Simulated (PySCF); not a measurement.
Compound: C₃H₅N₃.
SMILES: `CN1N=CC=N1`

The closed-shell ground state was solved at several levels (PySCF, density fitting, gas phase, non-relativistic). Geometry: PBE0-D3(BJ)/def2-SVP; no solvent, vibrations or thermal averaging.

```tsv
level	basis functions	HOMO (eV)	LUMO (eV)	gap (eV)	dipole (D)
B3LYP/pcSseg-2	286	-7.38	-0.43	6.95	0.48
KT2/pcSseg-2	286	-6.45	-1.10	5.35	0.54
mPW1PW91/pcSseg-2	286	-7.59	-0.18	7.41	0.50
PBE0/pcSseg-2	286	-7.58	-0.16	7.42	0.51
B97-D/pcSseg-2	286	-6.41	-1.10	5.31	0.52
```

Problem. What might KT3/pcSseg-2 (286 basis functions) give for the same quantities?

Solution. HOMO -6.46 eV, LUMO -1.11 eV, gap 5.35 eV, dipole 0.54 D.

Problem. In the pcSseg-2 basis, how does the gap go with the fixed share of exact exchange?

Solution. B97-D (0 %) 5.31 eV; KT2 (0 %) 5.35 eV; KT3 (0 %) 5.35 eV; B3LYP (20 %) 6.95 eV; mPW1PW91 (25 %) 7.41 eV; PBE0 (25 %) 7.42 eV. Each rise in the share widens the gap here.

Problem. How far do the dipole and the HOMO energy spread over the levels?

Solution. The dipole runs from 0.48 to 0.54 D (mean 0.52 D) and the HOMO from -7.59 to -6.41 eV.
